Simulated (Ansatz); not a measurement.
Input for Ansatz (development build ahead of 0.2.0):

```yaml
crystal:
  periodic: [false, false, false]
  atoms:
    - { symbol: C, position_ang: [1.13044, -0.89404, -0.16238] }
    - { symbol: C, position_ang: [-0.18698, -1.30179, -0.61151] }
    - { symbol: C, position_ang: [-1.31742, -0.40775, -0.44913] }
    - { symbol: C, position_ang: [-1.13044, 0.89404, 0.16238] }
    - { symbol: C, position_ang: [0.18698, 1.30179, 0.61151] }
    - { symbol: C, position_ang: [1.31742, 0.40775, 0.44913] }
    - { symbol: H, position_ang: [2.00953, -1.58931, -0.28866] }
    - { symbol: H, position_ang: [-0.33239, -2.31414, -1.08706] }
    - { symbol: H, position_ang: [-2.34192, -0.72483, -0.7984] }
    - { symbol: H, position_ang: [-2.00953, 1.58931, 0.28866] }
    - { symbol: H, position_ang: [0.33239, 2.31414, 1.08706] }
    - { symbol: H, position_ang: [2.34192, 0.72483, 0.7984] }
basis:
  gaussian: { orbitals: STO-3G }
hamiltonian:
  xc: hf
```

The input is written out in the form of the current development build from the run's settings.

The run gave:

```json
{
  "Converged": "yes",
  "Total energy": "-227.85497 hartree",
  "Spin squared of the determinant": "0.000"
}
```

Caution: no unrestricted run beside it, a lower state can exist.
